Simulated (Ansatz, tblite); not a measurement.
**The cluster SnSe₂−: competing shapes**

The task here is to estimate one member of a computed series from the others.

Program: Ansatz 0.2.0, Gaussian basis. Level of theory: relaxed with r2SCAN-D4/def2-TZVPD, doublet. These are calculated values, not measurements.

### Starting geometry

3 atoms, charge -1, spin multiplicity 2.

Atoms are counted from 1 here; the program's logs count them from 0.

Bond lengths: Sn1–Se2 2.422 Å, Sn1–Se3 2.422 Å. Angles: Se2–Sn1–Se3 121.6°.

As a file:

```xyz
3
charge -1, multiplicity 2
Sn   -0.04597    0.00560   -0.78689
Se    2.08995   -0.42817    0.26949
Se   -2.04399    0.42258    0.51740
```

Sn takes a core potential in the def2 sets. No spin-orbit coupling is included. The ion is computed in the gas phase, without counter-ions or solvent.

A search from random starts with GFN1-xTB found 3 distinct shapes; 2 go on here. The structure above is candidate A, which lies 0.00 eV above the lowest at that level; B lies 0.97 eV above the lowest at that level.

Set-up of the first run:

The input, in.yaml:

```yaml
crystal:
  periodic: [false, false, false]
  atoms:
    - {symbol: Sn, position_ang: [-0.045970, 0.005600, -0.786890]}
    - {symbol: Se, position_ang: [2.089950, -0.428170, 0.269490]}
    - {symbol: Se, position_ang: [-2.043990, 0.422580, 0.517400]}
basis:
  gaussian: {orbitals: def2-TZVPD}
total_charge: -1
magnetization: {spin_polarized: true, initial_magnetization: 1}
hamiltonian: {xc: r2scan, dispersion: d4}
scf: {lower_state_search: "off"}
output: {orbitals: {seedname: orbitals}}
relax: {f_tol: 0.02, max_steps: 100}
```

On the command line:

```console
$ ansatz run in.yaml --threads 2 --pin off --events-out ev --progress --plain --max-ram 4352MiB
```

Among the steps run: Relaxing candidate A; Relaxing candidate B; Candidate B, PBE0-D4/def2-TZVPD; Candidate B, PBE-D4/def2-TZVPD; Candidate B, r2SCAN-D4/def2-TZVPD; Candidate B, r2SCANh-D4/def2-TZVPD; Candidate B, PBE-QIDH/def2-TZVPD; Candidate B, CCSD(T)/def2-SVPD.

One of the session's tables, all rows but one given; the rest of the session is left out.

```
               method  B above A (kcal/mol)
             GFN1-xTB                  21.9
             GFN2-xTB                  36.4
         HF/def2-SVPD                  14.2
    PBE-D4/def2-TZVPD                  12.4
 r2SCAN-D4/def2-TZVPD                  13.6
r2SCANh-D4/def2-TZVPD                  12.9
   PBE0-D4/def2-TZVPD                  10.8
  PBE-QIDH/def2-TZVPD                     ?
        MP2/def2-SVPD                  15.5
       CCSD/def2-SVPD                  14.9
    CCSD(T)/def2-SVPD                  16.0
```

**Question.** Estimate the row for PBE-QIDH/def2-TZVPD.

As computed: B above A (kcal/mol): 10.2. In the column «B above A (kcal/mol)» it is the lowest.

Among the levels timed on like hardware and quicker than the yardstick, those that no quicker one beats, quickest first: GFN1-xTB (0.004 s, +5.9 kcal/mol); PBE-D4/def2-TZVPD (13 s, -3.6 kcal/mol); r2SCAN-D4/def2-TZVPD (27 s, -2.3 kcal/mol).

Times add the two runs; a level without a time comes out of a correlated run.

Limits of these values: The yardstick is in a double-zeta basis, so levels in larger sets aren't compared like for like. CCSD(T)/def2-SVPD isn't at the basis-set limit; small misses against it rank nothing. The search was small, so a lower isomer may exist. Only doublets are compared; another spin may lie lower and prefer another shape.
